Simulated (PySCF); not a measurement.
# CH₈BN: NMR shifts at several levels of theory, part 2 of 2

PySCF 2.14.0. Atoms count from 0.

## (9) NMR shieldings: KT3/pcSseg-2

Job settings and geometry (Å):

```
{"job": {"kind": "nmr", "xc": "KT3", "basis": "pcSseg-2", "pop": false}, "charge": 0, "multiplicity": 1}
B      1.161574     0.506568    -0.192528
N      0.005197    -0.624436    -0.010913
C     -1.350514    -0.093681     0.157021
H      2.210480    -0.114747    -0.317656
H      0.852477     1.135462    -1.199162
H      1.123706     1.185377     0.828176
H      0.258527    -1.203697     0.791006
H      0.043299    -1.241206    -0.823896
H     -2.096128    -0.894416     0.273565
H     -1.361361     0.558560     1.039269
H     -1.594394     0.519640    -0.719369
```

Method: GIAO KT3/pcSseg-2 NMR shielding, non-relativistic, gas phase.

Standard output:

```text
coarse grid: 8200 points
cycle   1  E = -124.4313170086  dE = -6.027e-02  |g| = 4.438e-01  |ddm| = 1.834e+00
cycle   2  E = -124.3951644775  dE =  3.615e-02  |g| = 5.544e-01  |ddm| = 1.156e+00
cycle   3  E = -124.5001553383  dE = -1.050e-01  |g| = 6.956e-02  |ddm| = 7.101e-01
cycle   4  E = -124.5011132873  dE = -9.579e-04  |g| = 3.642e-02  |ddm| = 6.912e-02
cycle   5  E = -124.5013888847  dE = -2.756e-04  |g| = 6.121e-03  |ddm| = 1.911e-02
cycle   6  E = -124.5013972059  dE = -8.321e-06  |g| = 1.053e-03  |ddm| = 5.342e-03
final grid: 76384 points
cycle   7  E = -124.5083335395  dE = -2.421e-04  |g| = 4.149e-03  |ddm| = 8.264e-02
cycle   8  E = -124.5083320390  dE =  1.501e-06  |g| = 4.440e-03  |ddm| = 5.928e-03
cycle   9  E = -124.5083372509  dE = -5.212e-06  |g| = 6.541e-04  |ddm| = 3.496e-03
cycle  10  E = -124.5083373262  dE = -7.537e-08  |g| = 3.149e-04  |ddm| = 5.114e-04
cycle  11  E = -124.5083373506  dE = -2.433e-08  |g| = 7.339e-05  |ddm| = 2.610e-04
cycle  12  E = -124.5083373518  dE = -1.208e-09  |g| = 2.123e-05  |ddm| = 6.094e-05
cycle  13  E = -124.5083373519  dE = -1.088e-10  |g| = 3.834e-06  |ddm| = 1.613e-05
converged SCF energy = -124.5083373519

GIAO shielding tensors (ppm)
atom      isotropic    diamagn.    paramagn.     s11        s22        s33       span
  0 B      117.937     187.863     -69.926    102.073    104.554    147.184     45.111
  1 N      205.809     307.245    -101.436    196.304    205.466    215.656     19.352
  2 C      143.940     241.221     -97.281    121.473    127.418    182.930     61.457
  3 H       29.142      29.447      -0.305     26.797     27.421     33.208      6.411
  4 H       29.407      30.201      -0.794     27.361     27.724     33.136      5.775
  5 H       29.407      30.235      -0.828     27.365     27.724     33.132      5.767
  6 H       28.366      30.561      -2.195     21.879     26.041     37.177     15.298
  7 H       28.362      30.490      -2.129     21.875     26.039     37.170     15.295
  8 H       28.854      28.226       0.628     24.405     26.641     35.517     11.113
  9 H       28.838      29.625      -0.787     25.791     27.419     33.304      7.513
 10 H       28.838      29.577      -0.739     25.788     27.429     33.298      7.509
```

It took 20 s on 1 thread of Arm Neoverse V2, shared host; peak memory 0.85 GiB.

Key values: δ C2 37.4, B0 -19.3, N1 52.9, H6 2.99, H8 2.51 ppm (means over like atoms).

## (10) Shielding tensors: B97-D/pcSseg-2

Settings changed since step 9:

```diff
@@ -1,2 +1,2 @@
-{"job": {"kind": "nmr", "xc": "KT3", "basis": "pcSseg-2", "pop": false}, "charge": 0, "multiplicity": 1}
+{"job": {"kind": "nmr", "xc": "B97-D", "basis": "pcSseg-2", "pop": false}, "charge": 0, "multiplicity": 1}
 B      1.161574     0.506568    -0.192528
```

Level: GIAO B97-D/pcSseg-2 NMR shielding, non-relativistic, gas phase.

Standard output:

```text
coarse grid: 8200 points
cycle   1  E = -122.4154545847  dE = -7.188e-02  |g| = 4.409e-01  |ddm| = 1.905e+00
cycle   2  E = -122.3866653495  dE =  2.879e-02  |g| = 5.391e-01  |ddm| = 1.053e+00
cycle   3  E = -122.4816468109  dE = -9.498e-02  |g| = 6.989e-02  |ddm| = 6.303e-01
cycle   4  E = -122.4826253629  dE = -9.786e-04  |g| = 3.756e-02  |ddm| = 6.635e-02
cycle   5  E = -122.4829148265  dE = -2.895e-04  |g| = 6.877e-03  |ddm| = 1.921e-02
cycle   6  E = -122.4829247935  dE = -9.967e-06  |g| = 1.478e-03  |ddm| = 5.486e-03
final grid: 76384 points
cycle   7  E = -122.4837965152  dE = -1.405e-04  |g| = 5.755e-03  |ddm| = 5.571e-02
cycle   8  E = -122.4837862733  dE =  1.024e-05  |g| = 9.090e-03  |ddm| = 6.835e-03
cycle   9  E = -122.4838027951  dE = -1.652e-05  |g| = 8.047e-04  |ddm| = 4.267e-03
cycle  10  E = -122.4838029242  dE = -1.291e-07  |g| = 3.197e-04  |ddm| = 7.711e-04
cycle  11  E = -122.4838029557  dE = -3.154e-08  |g| = 3.875e-05  |ddm| = 2.994e-04
cycle  12  E = -122.4838029562  dE = -4.396e-10  |g| = 1.227e-05  |ddm| = 5.195e-05
converged SCF energy = -122.4838029562

GIAO shielding tensors (ppm)
atom      isotropic    diamagn.    paramagn.     s11        s22        s33       span
  0 B      116.314     186.917     -70.603    100.734    103.407    144.799     44.065
  1 N      205.914     309.106    -103.192    195.187    205.273    217.283     22.096
  2 C      141.325     241.959    -100.635    118.433    124.978    180.564     62.131
  3 H       29.212      29.722      -0.510     26.873     27.487     33.277      6.404
  4 H       29.454      30.188      -0.735     27.412     27.763     33.186      5.774
  5 H       29.453      30.209      -0.755     27.415     27.763     33.182      5.767
  6 H       28.483      30.701      -2.218     22.031     26.137     37.282     15.251
  7 H       28.479      30.629      -2.150     22.027     26.135     37.276     15.249
  8 H       28.910      28.446       0.464     24.523     26.709     35.498     10.975
  9 H       28.839      29.506      -0.667     25.752     27.486     33.279      7.527
 10 H       28.839      29.470      -0.631     25.749     27.496     33.272      7.523
```

It took 19 s on 1 thread of Arm Neoverse V2, shared host; peak memory 0.85 GiB.

This run: δ C2 37.7, B0 -20.0, N1 52.0, H6 2.91, H8 2.53 ppm (means over like atoms).

## (11) NMR shieldings: B3LYP/pcSseg-2

Settings changed since step 10:

```diff
@@ -1,2 +1,2 @@
-{"job": {"kind": "nmr", "xc": "B97-D", "basis": "pcSseg-2", "pop": false}, "charge": 0, "multiplicity": 1}
+{"job": {"kind": "nmr", "xc": "B3LYP", "basis": "pcSseg-2", "pop": false}, "charge": 0, "multiplicity": 1}
 B      1.161574     0.506568    -0.192528
```

Level: GIAO B3LYP/pcSseg-2 NMR shielding, non-relativistic, gas phase.

Standard output:

```text
coarse grid: 8200 points
cycle   1  E = -122.5258019681  dE = -2.973e-02  |g| = 3.803e-01  |ddm| = 1.869e+00
cycle   2  E = -122.5349869225  dE = -9.185e-03  |g| = 3.517e-01  |ddm| = 7.875e-01
cycle   3  E = -122.5751484090  dE = -4.016e-02  |g| = 3.734e-02  |ddm| = 3.739e-01
cycle   4  E = -122.5754398623  dE = -2.915e-04  |g| = 2.093e-02  |ddm| = 4.004e-02
cycle   5  E = -122.5755309360  dE = -9.107e-05  |g| = 4.765e-03  |ddm| = 1.145e-02
cycle   6  E = -122.5755350362  dE = -4.100e-06  |g| = 8.580e-04  |ddm| = 2.578e-03
final grid: 76384 points
cycle   7  E = -122.5830238830  dE = -8.094e-05  |g| = 5.462e-03  |ddm| = 4.077e-02
cycle   8  E = -122.5830201948  dE =  3.688e-06  |g| = 6.701e-03  |ddm| = 6.632e-03
cycle   9  E = -122.5830305581  dE = -1.036e-05  |g| = 5.628e-04  |ddm| = 3.790e-03
cycle  10  E = -122.5830306018  dE = -4.369e-08  |g| = 3.107e-04  |ddm| = 3.860e-04
cycle  11  E = -122.5830306210  dE = -1.919e-08  |g| = 4.411e-05  |ddm| = 1.555e-04
cycle  12  E = -122.5830306214  dE = -3.994e-10  |g| = 4.337e-06  |ddm| = 3.181e-05
converged SCF energy = -122.5830306214

GIAO shielding tensors (ppm)
atom      isotropic    diamagn.    paramagn.     s11        s22        s33       span
  0 B      116.229     184.518     -68.289    100.454    103.400    144.834     44.381
  1 N      208.425     307.777     -99.352    197.470    206.818    220.987     23.517
  2 C      141.904     238.976     -97.073    118.936    125.765    181.010     62.074
  3 H       29.244      29.479      -0.235     26.839     27.544     33.351      6.512
  4 H       29.463      29.769      -0.306     27.383     27.793     33.212      5.829
  5 H       29.462      29.779      -0.317     27.386     27.793     33.207      5.821
  6 H       28.573      30.664      -2.092     22.060     26.098     37.560     15.500
  7 H       28.569      30.604      -2.035     22.057     26.096     37.555     15.498
  8 H       28.952      28.524       0.428     24.529     26.735     35.593     11.063
  9 H       28.815      29.209      -0.395     25.585     27.431     33.429      7.843
 10 H       28.815      29.188      -0.373     25.582     27.441     33.422      7.840
```

Wall time 15 s (1 thread of Arm Neoverse V2, shared host); peak memory 0.96 GiB.

In short: δ C2 37.3, B0 -19.8, N1 50.1, H6 2.82, H8 2.53 ppm (means over like atoms).

## (12) Comparing the runs: NMR shifts

Shifts (ppm), means over like atoms, with basis size and wall time:

```csv
run,C2,H6,H8,H3,B0,N1,functions,time
HF/pcSseg-2,34.1,2.54,2.49,1.87,-14.5,31.4,220,6.8 s
LDA/pcSseg-2,37.6,3.02,2.50,2.17,-24.1,54.5,220,16 s
PBE/pcSseg-2,37.8,2.96,2.50,2.10,-22.7,54.3,220,21 s
BLYP/pcSseg-2,38.2,2.95,2.56,2.07,-21.0,57.5,220,21 s
BP86/pcSseg-2,37.9,2.91,2.51,2.08,-22.4,51.9,220,20 s
OPBE/pcSseg-2,36.9,2.97,2.44,2.04,-22.3,50.8,220,21 s
KT2/pcSseg-2,37.7,2.96,2.52,2.13,-20.3,51.2,220,19 s
KT3/pcSseg-2,37.4,2.99,2.51,2.04,-19.3,52.9,220,20 s
B97-D/pcSseg-2,37.7,2.91,2.53,2.02,-20.0,52.0,220,19 s
B3LYP/pcSseg-2,37.3,2.82,2.53,2.00,-19.8,50.1,220,15 s
```

## (13) What came out

What follows sums up all 2 parts.

| quantity | value |
| --- | --- |
| 13C shifts against TMS (HF/pcSseg-2) | 34.1 ppm |
| 1H shifts against TMS (HF/pcSseg-2, means over atoms taken as alike) | 2.54, 2.49, 1.87 ppm |
| 11B shifts against BF3·OEt2 (HF/pcSseg-2) | -14.5 ppm |
| 15N shifts against NH3 (HF/pcSseg-2) | 31.4 ppm |
| range of the shift of N1 | 31.4 to 57.5 ppm |

**Reading.** Single values in the summary come from the first run of each kind that ended normally (HF/pcSseg-2), which need not be the best level. At HF/pcSseg-2: Shielding is most anisotropic at C2 (span 51 ppm, paramagnetic term -80 ppm). Across the 10 runs the shift of N1 moves most, between 31.4 (HF/pcSseg-2) and 57.5 ppm (BLYP/pcSseg-2).
